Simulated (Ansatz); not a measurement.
**Molecular dynamics, step by step**

C2H2Al (SMILES [C]#[C][AlH2]), doublet, B3LYP-D4/def2-SVPD (Ansatz 0.2.0). Settings (timestep in fs, temperature in K; T counts 9 degrees of freedom):

```yaml
hamiltonian: {xc: {name: B3LYP}, dispersion: d4}
md: {n_steps: 80, timestep: 0.5, temperature: 200, ensemble: nvt_nose_hoover, seed: 992, initial_velocities: maxwell_boltzmann}
```

Start (the SMILES describes the start alone):

```
5
angstrom
C 0.9501 -1.1131 1.9837
C 0.4753 -0.5848 1.0028
Al -0.2655 0.3126 -0.5584
H -1.1910 -0.4162 -1.5638
H 0.0312 1.8015 -0.8642
```

```
step  time (fs)  potential energy less the start (meV)  kinetic energy (meV)  T (K)
   0       0.00                                    0.0                  77.6    200
   5       2.50                                   -0.5                  77.9    201
  10       5.00                                  -10.2                  87.5    226
  15       7.50                                   13.1                  64.4    166
  20      10.00                                    4.2                  73.3    189
  25      12.50                                  -33.0                 110.3    284
  30      15.00                                  -26.9                 104.3    269
  35      17.50                                   -7.8                  85.3    220
  40      20.00                                  -20.3                  97.5    251
  45      22.50                                   -8.8                  85.8    221
  50      25.00                                   22.3                  54.8    141
  55      27.50                                   18.6                  58.4    151
  60      30.00                                  -14.7                  91.5    236
  65      32.50                                  -17.3                  94.1    243
  70      35.00                                    0.6                  76.3    197
  75      37.50                                  -15.6                  92.1    238
  80      40.00                                  -11.6                  88.0    227
```

Step 5, positions (Å) and forces (eV/Å):

| atom | x | y | z | Fx | Fy | Fz |
| --- | --- | --- | --- | --- | --- | --- |
| C1 | 0.961 | -1.111 | 1.983 | 0.473 | -0.506 | 0.941 |
| C2 | 0.457 | -0.588 | 1.005 | -0.608 | 0.716 | -1.326 |
| Al3 | -0.260 | 0.313 | -0.558 | -0.153 | -0.458 | 0.225 |
| H4 | -1.218 | -0.401 | -1.576 | -0.029 | -0.333 | 0.046 |
| H5 | 0.000 | 1.797 | -0.868 | 0.317 | 0.581 | 0.114 |

Step 20, positions (Å) and forces (eV/Å):

```tsv
atom	x	y	z	Fx	Fy	Fz
C1	0.992	-1.106	1.982	-0.810	0.755	-1.349
C2	0.401	-0.592	1.001	0.870	-0.776	1.269
Al3	-0.248	0.310	-0.559	-0.481	0.617	-0.340
H4	-1.256	-0.438	-1.552	0.298	-0.042	0.228
H5	0.005	1.888	-0.825	0.124	-0.554	0.191
```

Step 30, positions (Å) and forces (eV/Å):

```tsv
atom	x	y	z	Fx	Fy	Fz
C1	0.997	-1.088	1.956	0.706	-0.600	1.167
C2	0.380	-0.608	1.021	-0.635	0.743	-1.398
Al3	-0.244	0.313	-0.562	-0.064	0.075	0.588
H4	-1.207	-0.488	-1.477	-0.139	-0.202	-0.321
H5	0.056	1.847	-0.745	0.132	-0.016	-0.037
```

Last step (80):

C1  (1.064, -1.032, 1.913)
C2  (0.261, -0.658, 1.035)
Al3  (-0.237, 0.311, -0.538)
H4  (-1.038, -0.442, -1.708)
H5  (0.309, 1.768, -0.817)
(Å)

The run took about 3.5 min on 2 CPU threads of an Arm Neoverse V2 (shared host).
